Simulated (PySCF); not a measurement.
Compound: boron dioxide, BO2 (doublet state).
Geometry (PBE0-D3(BJ)/def2-SVP, Å), atoms numbered from 1 in this order:
```
atom  x, y, z in Å
O1     1.2634    0.1871   -0.0127
B2     0.0076    0.1018   -0.0084
O3    -1.2481    0.0164   -0.0041
```

Jobs on this species (3 atoms, 21 electrons) with PySCF (density fitting). Hardware of each: one thread of an x86-64 server, shared host. Times come from a shared host and carry two figures at best.

```
                                                           level and settings                                             work  basis functions  SCF cycles  wall time
UKS BHandHLYP, IGLO-III on B O, non-relativistic, mean-field spin-orbit, GIAO  unrestricted SCF, stability check, g, hyperfine              105           ?          ?
      UKS PBE, IGLO-III on B O, non-relativistic, mean-field spin-orbit, GIAO  unrestricted SCF, stability check, g, hyperfine              105          13      6.6 s
       UKS HF, IGLO-III on B O, non-relativistic, mean-field spin-orbit, GIAO  unrestricted SCF, stability check, g, hyperfine              105          12      4.5 s
UKS CAM-B3LYP, IGLO-III on B O, non-relativistic, mean-field spin-orbit, GIAO  unrestricted SCF, stability check, g, hyperfine              105          12      9.1 s
    UKS B3LYP, IGLO-III on B O, non-relativistic, mean-field spin-orbit, GIAO  unrestricted SCF, stability check, g, hyperfine              105          12      9.3 s
     UKS PBE0, IGLO-III on B O, non-relativistic, mean-field spin-orbit, GIAO  unrestricted SCF, stability check, g, hyperfine              105          12      9.8 s
                                           PBE0-D3(BJ)/def2-SVP, grid level 1      geometry optimisation from a GFN2-xTB start               42          22      2.8 s
```

Problem. Fill in the missing figures.

Solution. 
- UKS BHandHLYP, IGLO-III on B O, non-relativistic, mean-field spin-orbit, GIAO; unrestricted SCF, stability check, g, hyperfine: 7.7 s, 12 SCF cycles

Problem. What do all jobs in the table cost together?

Solution. About 50 s; the longest takes about 20 % of that, and about 3.5 times as long as the shortest.
